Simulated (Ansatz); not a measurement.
`C=CC(C)(F)S`. Total charge 0; spin multiplicity 1. The geometry is a stationary point of PBE0-D4/def2-TZVP. It is one conformer, not always the lowest.

```xyz
13

C     0.703   -1.443   -1.221
C    -0.197   -0.632   -0.686
C     0.042    0.212    0.523
C    -0.199    1.686    0.264
F     1.354    0.065    0.936
S    -1.073   -0.301    1.869
H     0.466   -2.031   -2.099
H     1.696   -1.541   -0.800
H    -1.191   -0.538   -1.110
H     0.522    2.033   -0.478
H    -0.066    2.257    1.184
H    -1.208    1.850   -0.116
H    -0.848   -1.618    1.734
```

Task: What is the dipole moment at ωB97M-V/def2-TZVPP? (An estimate is asked.)

Result: Computed: 1.64 D, with components (-0.75, -0.02, -1.46) D in this frame, pointing from negative to positive charge.

Task: And with PBE, r2SCAN, B3LYP? (Best estimate.)

Result: The calculation gave: PBE 1.53 D, r2SCAN 1.62 D, B3LYP 1.63 D.

Task: Give the Mulliken charges with ωB97M-V, r2SCAN, B3LYP in def2-TZVPP. (Estimate.)

Result: The calculation gave: 
```
atom  ωB97M-V  r2SCAN  B3LYP
  C1    -0.20   -0.19  -0.22
  C2    -0.21   -0.19  -0.21
  C3     0.23    0.37   0.35
  C4    -0.31   -0.17  -0.27
  F5    -0.21   -0.22  -0.23
  S6    -0.14   -0.18  -0.17
  H7     0.11    0.09   0.11
  H8     0.11    0.10   0.12
  H9     0.13    0.10   0.12
 H10     0.12    0.06   0.10
 H11     0.13    0.07   0.11
 H12     0.12    0.06   0.10
 H13     0.12    0.10   0.11
```

B3LYP here is the variant with VWN-RPA as its local correlation; programs differ in this.
